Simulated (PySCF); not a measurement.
A PySCF run on SiF⁺

State: ¹Σ⁺ (singlet), closed shell.

An equivalent input (the run itself took its basis sets from the Basis Set Exchange, started from a PBE0 density and held the occupation σ 7α 7β, πx 2α 2β, πy 2α 2β):

```python
from pyscf import gto, scf
mol = gto.M(atom='Si 0 0 0; F 0 0 1.54', basis={'Si': 'def2-TZVPPD', 'F': 'def2-TZVPPD'},
            charge=1, spin=0, verbose=4, symmetry='C2v')
mf = scf.RHF(mol)
mf.irrep_nelec = {'A1': 14, 'B1': 4, 'B2': 4}
mf.conv_tol = 1e-9
mf.max_cycle = 60
mf.diis_space = 10
mf.kernel()
```

The log (some set-up lines and the per-cycle HOMO/LUMO lines removed):

```
******** <class 'pyscf.scf.hf_symm.SymAdaptedRHF'> ********
method = SymAdaptedRHF
damping factor = 0
level_shift factor = 0
DIIS = <class 'pyscf.scf.diis.CDIIS'>
diis_start_cycle = 1
diis_space = 10
diis_damp = 0
SCF conv_tol = 1e-09
SCF conv_tol_grad = None
SCF max_cycles = 60
Set gradient conv threshold to 3.16228e-05
init E= -388.149018052987
cycle= 1 E= -388.161472060551  delta_E= -0.0125  |g|= 0.0566  |ddm|= 0.245
cycle= 2 E= -388.161996369486  delta_E= -0.000524  |g|= 0.0254  |ddm|= 0.0434
cycle= 3 E= -388.162115593401  delta_E= -0.000119  |g|= 0.00957  |ddm|= 0.0141
cycle= 4 E= -388.162139269888  delta_E= -2.37e-05  |g|= 0.00161  |ddm|= 0.00806
cycle= 5 E= -388.162141029288  delta_E= -1.76e-06  |g|= 0.000296  |ddm|= 0.00294
cycle= 6 E= -388.162141077794  delta_E= -4.85e-08  |g|= 8.41e-05  |ddm|= 0.000347
cycle= 7 E= -388.1621410816  delta_E= -3.81e-09  |g|= 7.46e-06  |ddm|= 0.000128
cycle= 8 E= -388.162141081615  delta_E= -1.5e-11  |g|= 9e-07  |ddm|= 1.21e-05
Extra cycle  E= -388.162141081615  delta_E= -1.14e-13  |g|= 2.38e-07  |ddm|= 1.3e-06
converged SCF energy = -388.162141081615
```

Repeating this along the bond gives Re = 1.512 Å and ωe = 1111 cm⁻¹.

A point of this curve took 0.47 CPU seconds beside 0.25 for the integrals, on Arm Neoverse V1 (shared host).
